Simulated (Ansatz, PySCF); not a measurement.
System: C$_{3}$H$_{6}$Cl (charge 0, doublet). It need not be the lowest isomer of its formula. SMILES: [CH2]CCCl
Coordinates optimised at B3LYP-D3(BJ)/def2-TZVP (Ansatz, a first-principles code):
```
C
H 1 1.0924
H 1 1.0924 2 107.47
C 1 1.4860 2 110.95 3 -121.46
H 4 1.0813 1 120.92 2 153.16
H 4 1.0813 5 117.81 1 -173.29
C 1 1.5321 2 108.21 3 116.64
H 7 1.0871 1 111.53 2 60.66
H 7 1.0871 8 109.30 1 -123.78
Cl 7 1.8103 8 106.44 9 -114.59
```
Charge 0, spin multiplicity 2.

Property: atomisation energy (electronic, to ground-state atoms), in eV. Correlated levels leave the core frozen unless marked. Open shells are spin-unrestricted. No spin-orbit coupling. No relativistic terms. The coupled-cluster limit lacks core correlation, which all-electron functionals hold. Basis-set limits of correlation are two-point, X^-3; Hartree-Fock from the larger set. [CCSD(T)-MP2]/basis is that difference in the basis named.

| level | program | atomisation energy (eV) |
|---|---|---|
| HF-D3(BJ)/def2-TZVPD | PySCF + dftd3 | 30.22 |

Question: What does RI-MP2/CBS(cc-pV(T+d)Z,cc-pV(Q+d)Z)+[CCSD(T)-MP2]/cc-pV(D+d)Z (Ansatz) give?

Answer: 38.06 eV
